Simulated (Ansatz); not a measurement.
# C₃H₄S: up Jacob's ladder to CCSD(T)

An exercise on one series of results from a longer session: the logs are not shown, and one member is left open.

Program: Ansatz 0.2.0, Gaussian basis. Level of theory: functionals in def2-TZVPP, the program's frozen cores in correlated methods. These are calculated values, not measurements.

The runs, in order: LDA (SPW92), PBE-D4, revPBE-D4, BLYP-D4, r2SCAN-D4, B97M-V, PBE0-D4, B3LYP-D4, r2SCANh-D4, r2SCAN0-D4, HSE06-D4, BHLYP-D4, CAM-B3LYP-D4, LC-ωPBE, ωB97X-V, ωB97M-V, B2PLYP, PBE-QIDH; CCSD(T)/def2-SVP; CCSD(T)/def2-TZVPP; MP2/def2-QZVPP; extrapolation to the limit; RPA on PBE.

## Structure used throughout

All runs share one geometry, relaxed beforehand with PBE0-D4 in a triple-zeta def2 set.

8 atoms, charge 0, spin multiplicity 1.

Atoms are counted from 1 here; the program's logs count them from 0.

Bond lengths: C1–C2 1.500 Å, C1–H5 1.094 Å, C1–H6 1.094 Å, C1–H7 1.090 Å, C2–C3 1.304 Å, C2–H8 1.088 Å, C3–S4 1.555 Å. Angles: C2–C1–H5 110.7°, C2–C1–H6 110.7°, C2–C1–H7 111.2°, H5–C1–H6 107.6°, H5–C1–H7 108.2°, H6–C1–H7 108.2°, C1–C2–C3 124.3°, C1–C2–H8 119.0°, C3–C2–H8 116.7°, C2–C3–S4 179.6°.

The first run:

The input, in.yaml:

```yaml
crystal:
  periodic: [false, false, false]
  atoms:
    - {symbol: C, position_ang: [-0.395798, 0.898880, -0.192984]}
    - {symbol: C, position_ang: [-0.222191, -0.527287, 0.237562]}
    - {symbol: C, position_ang: [0.892760, -1.196072, 0.134919]}
    - {symbol: S, position_ang: [2.227257, -1.983913, 0.007803]}
    - {symbol: H, position_ang: [-1.171801, 0.980113, -0.959140]}
    - {symbol: H, position_ang: [-0.697407, 1.524161, 0.651894]}
    - {symbol: H, position_ang: [0.530410, 1.301993, -0.601854]}
    - {symbol: H, position_ang: [-1.071130, -1.055174, 0.665999]}
basis:
  gaussian: {orbitals: def2-TZVPP}
hamiltonian: {xc: lda}
output: {orbitals: {seedname: orbitals}}
```

Launch:

```
> ansatz run in.yaml --threads 2 --pin off --events-out ev --progress --plain --max-ram 4352MiB
```

Among the steps run: LDA; PBE-D4 (GGA); revPBE-D4 (GGA); BLYP-D4 (GGA); r2SCAN-D4 (meta-GGA); B97M-V (meta-GGA); PBE0-D4 (hybrid); B3LYP-D4 (hybrid); r2SCANh-D4 (hybrid); r2SCAN0-D4 (hybrid); HSE06-D4 (hybrid); BHLYP-D4 (hybrid); CAM-B3LYP-D4 (range-separated); LC-ωPBE (range-separated); ωB97X-V (range-separated); ωB97M-V (range-separated); B2PLYP (double hybrid); PBE-QIDH (double hybrid).

One table of the session follows, with a row left open; its other results are not shown here.

It belongs to the step «Frontier levels by functional». 

```
  functional  HOMO (eV)  LUMO (eV)  gap (eV)
 LDA (SPW92)      -5.31      -3.13      2.18
      PBE-D4      -5.17      -2.94      2.23
   revPBE-D4      -5.12      -2.86      2.26
     BLYP-D4      -5.01      -2.78      2.23
   r2SCAN-D4      -5.35      -2.79      2.56
      B97M-V      -5.38      -2.68      2.69
     PBE0-D4      -6.23      -2.00      4.23
    B3LYP-D4          ?          ?         ?
  r2SCANh-D4      -5.75      -2.44      3.31
  r2SCAN0-D4      -6.35      -1.92      4.43
    HSE06-D4      -5.84      -2.39      3.45
    BHLYP-D4      -7.15      -0.90      6.24
CAM-B3LYP-D4      -7.45      -0.84      6.61
     LC-ωPBE      -8.75       0.27      9.02
     ωB97X-V      -8.40       0.22      8.62
     ωB97M-V      -8.26       0.17      8.43
```

**Question.** Estimate the row for B3LYP-D4.

Worked estimate for «HOMO (eV)». Against the share of exact exchange, BLYP-D4 (0, -5.01), BHLYP-D4 (0.5, -7.15) give a slope of -4.28 per unit share; at 0.2 the line stands at -5.87.

**Answer.** HOMO (eV): -6.02; LUMO (eV): -2.20; gap (eV): 3.82. In «HOMO (eV)» the line misses by +0.15.
